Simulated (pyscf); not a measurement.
## Addition: HC≡C–CH₃ + •H₂C–CH₃ → H₃C–C•=CH–CH₂–CH₃

Gas phase, doublet surface, charge 0. Bonds broken: none. Bonds formed: C3–C9. Structures and frequencies: ωB97X-D3(BJ)/def2-SVP in PySCF.

Transition state (Å):

```xyz
14

C     -2.0731    -1.3886    -0.5055
C     -0.6404    -1.1429    -0.3332
C      0.5183    -0.7795    -0.1532
H     -2.4186    -2.1858     0.1716
H     -2.2951    -1.7015    -1.5380
H     -2.6622    -0.4811    -0.2909
H      1.5902    -0.9012    -0.0992
C     -0.7007     1.9449     0.4278
C      0.6979     1.4144     0.4005
H     -1.1881     1.8348    -0.5546
H     -0.7291     3.0206     0.6881
H     -1.3143     1.4133     1.1731
H      1.2133     1.2791     1.3586
H      1.3452     1.7191    -0.4303
```

One imaginary mode, 536i cm⁻¹; descent along it reached the two sides named.

```json
[
 {"bond": "C3–C9", "change": "forms", "reactant side (Å)": "3.5", "saddle": "2.270", "product side": "1.520"}
]
```

Electronic energies relative to the separated reactants (kJ/mol):

```csv
level,barrier,reaction energy,reverse barrier
ωB97X-D3(BJ)/def2-TZVP,27.2,-130.4,157.6
PBE/def2-TZVP,16.7,-125.9,142.7
r²SCAN/def2-TZVP,19.4,-127.6,147.0
B3LYP-D3(BJ)/def2-TZVP,21.4,-118.6,140.0
PBE0-D3(BJ)/def2-TZVP,19.1,-140.3,159.5
M06-2X/def2-TZVP,30.4,-118.2,148.6
ωB97M-D3(BJ)/def2-TZVP,30.1,-118.1,148.1
HF/def2-TZVP,67.4,-99.9,167.3
```

With ωB97M-D3(BJ)/def2-TZVP energies and thermal terms (ideal gas, 1 atm, RRHO with modes under 100 cm⁻¹ raised to 100, one conformer, R ln 2 for chiral ones without a mode under 150 cm⁻¹), in kJ/mol:

```tsv
T (K)	ΔH‡	ΔG‡	ΔH	ΔG
298	34.1	77.6	-101.3	-52.3
600	35.2	121.4	-102.4	-1.9
900	37.3	164.1	-100.3	+48.0
1200	39.6	206.0	-96.6	+96.8
```

H₃C–C•=CH–CH₂–CH₃ lies 104.3 kJ/mol over its isomer cyclic C₅H₉ (SMILES [CH]1CCCC1) [doublet] (electronic energy, ωB97M-D3(BJ)). This is the saddle that the search found; another between the same sides may lie lower.
